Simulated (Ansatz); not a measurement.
How methods differ on [P2H3]− (SMILES [PH-]P)

The species is [P2H3]− (5 atoms), meant as a singlet with charge -1. SMILES: `[PH-]P`. The shape is that of a GFN2-xTB optimisation. This is one conformer, not always the lowest.

| atom | x (Å) | y (Å) | z (Å) |
| --- | --- | --- | --- |
| P | 0.7902 | -1.1094 | 0.1438 |
| P | -0.4775 | 0.5463 | 0.0761 |
| H | 0.2795 | -1.4626 | 1.3644 |
| H | -0.9839 | 0.4702 | -1.2282 |
| H | 0.3917 | 1.5555 | -0.3561 |

Each level gives the vertical detachment energy (to the doublet neutral) (eV). The values are calculated.

| level | kind | program | value (eV) | less FCI/STO-3G | CPU time (all runs) |
| --- | --- | --- | --- | --- | --- |
| HF/STO-3G | Hartree–Fock | Ansatz | -5.25 | +0.10 | 0.19 s |
| SVWN5/STO-3G | LDA | Ansatz | -4.07 | +1.28 | 0.97 s |
| BLYP/STO-3G | GGA | Ansatz | -4.17 | +1.18 | 1.5 s |
| PBE/STO-3G | GGA | Ansatz | -4.08 | +1.27 | 1.6 s |
| wB97M-V/STO-3G | range-separated hybrid | Ansatz | -4.04 | +1.31 | 19 s |
| MP2/STO-3G | perturbation theory | Ansatz | -5.27 | +0.08 | 0.21 s |
| BCCD(T)/STO-3G | coupled cluster or CI | Ansatz | -5.35 | 0.00 | 0.31 s |
| CCSD(T)/STO-3G | coupled cluster or CI | Ansatz | -5.35 | 0.00 | 0.29 s |
| FCI/STO-3G | exact in the basis | Ansatz | -5.35 | 0.00 | 1.2 s |

FCI/STO-3G is exact within its basis and frozen core, so for wave-function methods in that basis the difference is their error; functionals converge differently with the basis, so for them it is only a difference. Sets without diffuse functions describe the anion poorly. The values span -5.35 to -4.04 eV. All rows use very small basis sets, so even the best lies far from the true value. Times are those of the runs behind each value, whatever else they computed, on shared processors of several kinds: orders of magnitude only.
